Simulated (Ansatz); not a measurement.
Process, species as SMILES: [Si](Cl)(S)(S)Cl + 4 [H][H] (H2) -> 2 Cl (HCl) + 2 S (H2S) + [SiH4] (SiH4)

Quantity: energy of full hydrogenation (electronic), in kcal/mol. Terms: 6-311+G** with 5d, 6d on Na to Ar in Ansatz (a quantum-chemistry and plane-wave program); non-relativistic; LANL2DZ with its own core potentials from Na on; six Cartesian d functions in 6-31G* and its kin unless marked 5d; frozen cores in correlated levels; no spin-orbit coupling. CBS marks a two-point X^-3 extrapolation of the correlation energy; Hartree-Fock from the larger set. Ab initio and DFT rows: single points at B3LYP-D3(BJ) geometries (Ansatz).

Coupled cluster (Ansatz) is a level with limits of its own, used here on species with T1 under 0.025 (0.045 for open shells) and stable references: CCSD(T)/CBS(cc-pV(T+d)Z,cc-pV(Q+d)Z).

Value to compare with, CCSD(T)/CBS(cc-pV(T+d)Z,cc-pV(Q+d)Z) (Ansatz): 56.8 kcal/mol.

```csv
level,program,energy of full hydrogenation (electronic) (kcal/mol),difference
MP2/STO-3G,Ansatz,68.5,11.7
MP2/3-21G,Ansatz,44.2,-12.6
MP2/LANL2DZ,Ansatz,22.6,-34.2
MP2/6-31G*,Ansatz,70.2,13.4
MP2/6-311+G**,Ansatz,44.6,-12.2
```

Among the 5 habitual levels, MP2/LANL2DZ lies farthest from CCSD(T)/CBS(cc-pV(T+d)Z,cc-pV(Q+d)Z) (Ansatz) (-34.2 kcal/mol); 2 of 5 lie above it, and their mean absolute difference is 16.8 kcal/mol, the median 12.6. One case shows no general order.

The sets are all those run for this method; left out are runs that failed, that the program found above a lower state of the same kind, or whose <S^2> lies over 0.5 above the pure value.
